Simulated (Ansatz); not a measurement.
# CH3Si (quartet): wave-function methods side by side, cc-pVTZ

The task here is to estimate one member of a computed series from the others.

The runs use Ansatz 0.2.0, Gaussian basis; cc-pVTZ, core rule «outside noble gas», up to 6 orbitals frozen.

Plan: UHF; CCSD(T) on ROHF; CCSD(T) on UHF; BCCD(T) on ROHF; CCSDT(Q) on ROHF; CCSDT(Q) on UHF; CASSCF and NEVPT2, 11 electrons in 11 orbitals.

5 further runs of the same task are left out: 5 set aside as unsound or not needed.

## What is computed

The geometry is a PBE0/def2-TZVP stationary point (not a proven minimum) of the parent state, kept for this charge and spin.

5 atoms, charge 0, spin multiplicity 4.

Atoms are counted from 1 here; the program's logs count them from 0.

Bond lengths: Si1–C2 1.890 Å, Si1–H3 1.488 Å, Si1–H4 1.488 Å, Si1–H5 1.492 Å. Angles: C2–Si1–H3 112.5°, C2–Si1–H4 112.5°, C2–Si1–H5 101.7°, H3–Si1–H4 109.7°, H3–Si1–H5 110.2°, H4–Si1–H5 110.2°.

Set-up of the first run:

Input file in.yaml:

```yaml
crystal:
  periodic: [false, false, false]
  atoms:
    - {symbol: Si, position_ang: [-0.002716, 0.000000, 0.492711]}
    - {symbol: C, position_ang: [0.023717, -0.000001, -1.396758]}
    - {symbol: H, position_ang: [0.630455, -1.216386, 1.069825]}
    - {symbol: H, position_ang: [0.630650, 1.216284, 1.069826]}
    - {symbol: H, position_ang: [-1.468051, 0.000117, 0.775218]}
basis:
  gaussian: {orbitals: cc-pVTZ}
magnetization: {spin_polarized: true, initial_magnetization: 3}
hamiltonian: {xc: hf}
output: {orbitals: {seedname: orbitals}}
```

Launch:

```bash
> ansatz run in.yaml --threads 1 --pin off --events-out ev --progress --plain --max-ram 4096MiB --backend cpu
```

Among the steps run: UHF; CCSD(T) on ROHF; CCSD(T) on UHF; BCCD(T) on ROHF; CCSDT(Q) on ROHF; CCSDT(Q) on UHF; CASSCF and NEVPT2, 11 electrons in 11 orbitals.

One table of the session follows, with a row left open; its other results are not shown here.

```
        method  from UCCSDT(Q) (kcal/mol)
          ROHF                    +156.56
           UHF                    +155.20
          RMP2                     +29.91
          UMP2                          ?
         RCCSD                      +5.68
         UCCSD                      +5.62
      RCCSD(T)                      +1.02
      UCCSD(T)                      +0.98
       BCCD(T)                      +0.98
        RCCSDT                      +0.20
        UCCSDT                      +0.17
     RCCSDT(Q)                      +0.05
     UCCSDT(Q)                          0
CASSCF valence                    +118.73
NEVPT2 valence                     +31.19
```

**Question.** Estimate the row for UMP2.

The run gave: from UCCSDT(Q) (kcal/mol): +29.78. In the column «from UCCSDT(Q) (kcal/mol)» it lies between RCCSD (+5.68) and RMP2 (+29.91).

Limits of these values: Restricted and unrestricted rows rest on different reference determinants; where their highest levels disagree by more than a few hundredths of an eV, they describe different states and don't form one ladder.
